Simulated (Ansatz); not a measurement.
Pulling the pair apart

The pair of H₂O (SMILES O, atoms 1–3) and N₂ (SMILES N#N, atoms 4–5), both closed shells, in one local arrangement (a lower one may exist), relaxed at PBE0-D4/def2-TZVP:

O1  (-0.051, -0.234, -1.685)
H2  (-0.096, -0.247, -0.725)
H3  (0.077, 0.687, -1.917)
N4  (0.069, -0.122, 2.706)
N5  (0.000, -0.085, 1.620)
(Å)

N₂ is shifted rigidly along the line between the mean atom positions of the two fragments (negative: closer). Counterpoise interaction energies in kcal/mol. Computed with Ansatz 0.2.0 (basis: def2-TZVPPD); correlated methods freeze the cores.

| shift (Å) | MP2 | wB97M-V | HF |
| --- | --- | --- | --- |
| -0.24 | -0.67 | -0.61 | 0.73 |
| -0.12 | -0.97 | -0.90 | 0.17 |
| 0.00 | -1.09 | -1.01 | -0.16 |
| 0.12 | -1.10 | -1.01 | -0.33 |
| 0.28 | -1.02 | -0.93 | -0.43 |
| 0.59 | -0.79 | -0.71 | -0.42 |
| 1.18 | -0.42 | -0.38 | -0.26 |
| 2.35 | -0.14 | -0.12 | -0.09 |

Q: What does CCSD(T) give at these shifts? (An estimate is asked for; the value comes from the calculation.)

A: The calculation gives: -0.58, -0.90, -1.03, -1.05, -0.98, -0.76, -0.41, -0.13 kcal/mol. For zero shift, CCSD(T) at an estimated basis limit (MP2 extrapolated from triple and quadruple zeta, plus CCSD(T) − MP2 in triple zeta) gives -1.12 kcal/mol. These are counterpoise interaction energies, counted from the two frozen fragments.

The T1 diagnostic stays at or below 0.012.

For scale, one of the runs: CCSD(T)/def2-TZVPPD, 148 basis functions, launched by `ansatz run in.yaml --threads 2 --pin off --events-out ev --progress --plain --max-ram 5222MiB`. Hardware: 2 CPU threads of an Arm Neoverse V1, shared host. Wall time 14 s; peak host memory 0.98 GiB.
